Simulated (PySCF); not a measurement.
**Vibration and rotation of LiS**

UHF-CCSD(T) constants of LiS, ²Π (doublet), unpaired electrons π ↑ (basis Li STO-3G, S STO-3G; no relativity; PySCF 2.14; masses 7.0160 and 31.9721 u):

- ωe: 762.8 cm⁻¹
- ωexe: 3.73 cm⁻¹
- Be: 0.70976 cm⁻¹
- αe: 0.00591 cm⁻¹
- D (centrifugal): 2.46e-06 cm⁻¹

(1) Give the vibrational terms G(v) and spacings up to v = 6.

Correlated steps freeze 5 core orbitals. STO-3G is very small, so such numbers show the basis as much as the molecule. The state is the lowest determinant that a PBE0 search found; another state may lie lower at other levels.

## Answers

(1) G(v) = ωe(v+½) − ωexe(v+½)².

```tsv
v	G(v) (cm⁻¹)	G(v) − G(v−1)	Bv (cm⁻¹)
0	380.5		0.7068
1	1135.8	755.3	0.7009
2	1883.7	747.9	0.6950
3	2624.1	740.4	0.6891
4	3357.1	733.0	0.6832
5	4082.6	725.5	0.6773
6	4800.6	718.0	0.6713
```
